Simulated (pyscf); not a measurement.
Structures and frequencies: ωB97X-D3(BJ)/def2-SVP in PySCF. Correlated levels are frozen-core, on RHF or UHF. ΔMP2 is the change of the MP2 total energy from the triple- to the quadruple-zeta basis.

Q: Estimate by transition-state theory (the high-pressure limit) the rate constant of `[AlH2][Cl]` + `[CH2]=[CH2]` → `[AlH2][CH2][CH2][Cl]` (singlet surface; Al–Cl broken, C–Cl, Al–C formed) at 600 K, with CCSD(T)/def2-TZVPP + ΔMP2(QZVPP) energies (ideal gas, 1 atm, RRHO with modes under 100 cm⁻¹ raised to 100, one conformer, R ln 2 for chiral ones without a mode under 150 cm⁻¹; no tunnelling).

A: The electronic barrier is 18.2 kcal/mol and the thermal terms add +23.5, so ΔG‡ = 41.7 kcal/mol. With k_BT/h = 1.25e+13 s⁻¹ and RT = 1.192 kcal/mol, and a volume of 8.18e-20 cm³ per molecule at 1 atm, k = 6.4e-22 cm³ molecule⁻¹ s⁻¹. The product is born with the 2 kcal/mol of the reverse barrier and needs collisions to keep. Wigner's tunnelling factor for 322i cm⁻¹ would be 1.02. The way back has so low a barrier that the product returns at once, so this is no net rate. A shift of 1 kcal/mol in the barrier changes k by a factor 2.3. On the reactant side the descent ends in a bound adduct (not fully relaxed), 14.7 kcal/mol under the separated species and 27.7 kcal/mol under the saddle at ωB97X-D3(BJ)/def2-TZVP. What is counted as broken (Al–Cl) persists as a longer contact in the product adduct; parting that adduct is a step of its own. At ωB97X-D3(BJ)/def2-TZVP the barrier from the zero used here is 13.0 kcal/mol. The same reactants have a lower exit, to H₃C–CH₂–AlH–Cl (barrier +2.4 kcal/mol at ωB97M-D3(BJ)/def2-TZVP, against +16.5 kcal/mol here). H₂Al–CH₂–CH₂–Cl is closed by a dative Al–Cl contact. H₂Al–CH₂–CH₂–Cl lies 48.6 kcal/mol over its isomer H₃C–CH₂–AlH–Cl (electronic energy, ωB97M-D3(BJ)/def2-TZVP). This is the saddle that the search found; another between the same sides may lie lower. The CCSD(T) − MP2 part came from Ansatz, without density fitting, on the same reference.
